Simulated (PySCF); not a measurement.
AlF3, SMILES [Al]([F])([F])[F]. Heavy atoms are numbered as in [Al:1]([F:2])([F:3])[F:4].

Coordinates come from a TPSSh-D3(BJ)/def2-TZVP optimisation. The isomer is the one that the SMILES or the coordinates give; other isomers of the formula were not compared.

These are ωB97X/def2-TZVPD (PySCF) values and carry that method's errors.

Mulliken values depend strongly on the basis, most of all with diffuse functions as here. Atomic charges (e), one atom of each kind:

```json
[
 {"atom": "Al1", "meta-Löwdin": "1.63", "Mulliken": "0.87"},
 {"atom": "F2", "meta-Löwdin": "-0.54", "Mulliken": "-0.29"}
]
```
